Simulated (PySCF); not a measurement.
# C2N2S (Sulfur Dicyanide): the cost of one run

Programs: PySCF 2.14.0, with density-fitted response routines of our own. Each step states its level of theory. These are calculated values for one molecule in the gas phase, unless marked as measured. Atoms count from 0, in the outputs and in this text.

### 1 The molecule as given

5 atoms, charge 0, multiplicity 1; geometry from: GFN2-xTB. The atoms were then displaced at random by about 0.01 Å, so the start is not that level's minimum.

Bonds of the start (Å): N0–C1 1.12, C1–S2 1.68, S2–C3 1.72, C3–N4 1.13.

### 2 Optimising the geometry at PBE0-D3(BJ)/def2-SVP

The job: settings as JSON, then the geometry in Å.

```
{"job": {"xc": "PBE0", "basis": "def2-SVP", "d3": "d3bj", "grid": 1, "shake": 0.01, "kind": "geom"}, "charge": 0, "multiplicity": 1}
N     -2.172620    -0.171270     0.009620
C     -1.161680    -0.017570     0.465060
S      0.346310     0.183780     1.173400
C      1.236980     0.038990    -0.286160
N      1.784590    -0.067900    -1.270950
```

On the command line:

```
$ OMP_NUM_THREADS=1 python probes_run.py task.json out
```

This one command runs all jobs of the session in turn.

**Question.** How long does this first job take on 1 thread of Arm Neoverse N1, shared host, and how much memory does it need?

About 13 s, with a peak of 0.32 GiB.
